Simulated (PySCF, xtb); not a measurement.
C2F4, charge +1, multiplicity 2. Atoms are numbered in the order given.

```xyz
6

F      0.0000     1.0804    -1.3504
C      0.0000     0.0000    -0.7098
F      0.0000    -1.0804    -1.3504
C      0.0000     0.0000     0.7098
F      0.0000    -1.0804     1.3504
F      0.0000     1.0804     1.3504
```
Charge +1, spin multiplicity 2.

The structure is a stationary point at PBE0-D3(BJ)/def2-SVP. The multiplicity is an assumed one; other spin states were not compared.

The numbers are results of C-PCM-B3LYP/def2-SVP (PySCF), not measurements.

The values are the electrostatic part of the solvation free energy, E(continuum) − E(gas) at the gas-phase geometry, in a cavity of scaled van der Waals radii (PySCF's table); cavitation and dispersion terms are not included.

```tsv
solvent	ε	ΔG(elec) (kcal/mol)
water	78.36	-66.0
ethylethanoate	5.99	-55.7
cyclohexanone	15.62	[?]
```

Fill in the missing entries. (An estimate is asked for; the answer gives what the named calculation found.)


- cyclohexanone, ΔG(elec) (kcal/mol): -62.6

For comparison, GFN2-xTB/ALPB(water) (xtb, at the GFN2-xTB geometry, all terms of that model) gives -61.2 kcal/mol.
